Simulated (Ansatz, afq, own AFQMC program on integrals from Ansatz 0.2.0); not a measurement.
# Si3Ge2H10, singlet: AFQMC among the cluster methods

```xyz
15

Si   -1.6493    0.9770    0.5426
Si   -0.6389   -0.7949    1.7114
Ge    1.6133   -0.7748    0.8911
Si    1.4337   -0.1204   -1.4145
Ge   -0.8035    0.7159   -1.6852
H    -3.1438    0.9620    0.6012
H    -1.1544    2.2753    1.1027
H    -1.2929   -2.0809    1.3085
H    -0.7165   -0.6565    3.1987
H     2.4251    0.2873    1.6617
H     2.3175   -2.1349    1.0603
H     1.6678   -1.2912   -2.3162
H     2.4388    0.9390   -1.7400
H    -1.6539   -0.3324   -2.4327
H    -0.8429    2.0295   -2.4898
```

Basis def2-SVP. Noble-gas cores (and the filled d shells of Ga–Kr and In–Xe) are frozen. AFQMC by an in-house program on the Cholesky factors that Ansatz 0.2.0 writes for its CCSD(T) run. ph-AFQMC/CISD is guided by a CISD state made of CCSD amplitudes; releasing the constraint for a short imaginary time cuts its bias at the price of noise, slowly where states lie close. Uncertainties: one standard error, sampling alone. No spin–orbit coupling.

Determinant: RHF, the one that the program's search chose, which needn't be the lowest solution. The geometry is a PBE0/def2-SVP stationary point of this or a neighbouring charge and spin state.

No full CI on the walks' own integrals is used here. The released AFQMC energy serves as the reference, which it does only where one determinant dominates, the energy is flat over the last release times and near the phaseless one (40 meV or 2 meV an electron, half that with transition metals). On small molecules, where full CI could be run and the noise was under 10 meV, such values lay within 10 meV of it in 19 cases of 20, a flattering rate, since the rule was set on those same cases; what remains of the bias isn't in the error bar.

Cautions: no relativity below Rb; no spin-orbit coupling; inner d shell frozen; the released value is read at 0.90 1/Eh with a noise of 13 meV, more than in the cases checked (meV from the phaseless value at times in 1/Eh: -11 ± 10 at 0.21, -11 ± 12 at 0.42, -13 ± 14 at 0.63, -23 ± 13 at 0.90).

```
T1 diagnostic                               : 0.0133
weight of the determinant in the CISD state : 0.731
size of the correlated space                : 30 electrons in 125 orbitals
```

```csv
level,correlation energy (eV)
MP2,-13.3078
CCSD,-15.8683
CCSD(T),-16.3910
```

Task: Estimate where phaseless AFQMC with the Hartree–Fock trial lies against CCSD(T) on the same integrals.

Result: 215.2 ± 42.3 meV below CCSD(T).

Reference: AFQMC with the constraint released, correlation energy -16.501 ± 0.013 eV.

| level | E − E(reference) (meV) | share of correlation (%) |
| --- | --- | --- |
| CCSD(T) | 109.5 ± 12.9 | 99.34 |
| ph-AFQMC/HF | -105.7 ± 44.2 | 100.64 |
| ph-AFQMC/CISD | 23.4 ± 16.7 | 99.86 |

Released energies are given only where the last usable release times agree within the noise; a slower fall can still hide under it.
